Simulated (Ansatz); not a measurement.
C3H8O2 (`CC(O)CO`): measurement beside calculation (Ansatz, PBE0-D4/def2-TZVP geometry).

```xyz
13

C    -1.354   -0.850   -0.331
C    -0.099   -0.394    0.373
O     0.904   -1.364    0.160
C     0.374    0.953   -0.128
O     1.575    1.253    0.563
H    -1.658   -1.827    0.044
H    -1.177   -0.938   -1.406
H    -2.173   -0.146   -0.165
H    -0.299   -0.296    1.452
H     1.728   -0.970    0.466
H     0.548    0.890   -1.210
H    -0.393    1.716    0.064
H     2.023    1.975    0.119
```

Measured: 8572.057374 ± 9.5e-05 MHz (A, aG'g conformer, ground vibrational state, S reduction, millimeter/submillimeter rotational spectroscopy); 3640.099657 ± 3.7e-05 MHz (B, aG'g conformer, ground vibrational state, S reduction, millimeter/submillimeter rotational spectroscopy); 2790.972773 ± 3.3e-05 MHz (C, aG'g conformer, ground vibrational state, S reduction, millimeter/submillimeter rotational spectroscopy). Source: Laboratory spectroscopy of 1,2-propanediol at millimeter and submillimeter wavelengths, 2014 (arxiv:1408.5247).

| constant | measured (MHz) | computed (MHz) | error (%) |
| --- | --- | --- | --- |
| A | 8572 | 8707 | 1.6 |
| B | 3640 | 3685 | 1.2 |
| C | 2791 | 2828 | 1.3 |

Computed constants are equilibrium values for the main isotopes; measured ground-state ones include zero-point motion, which usually lowers them by up to about 1 %.
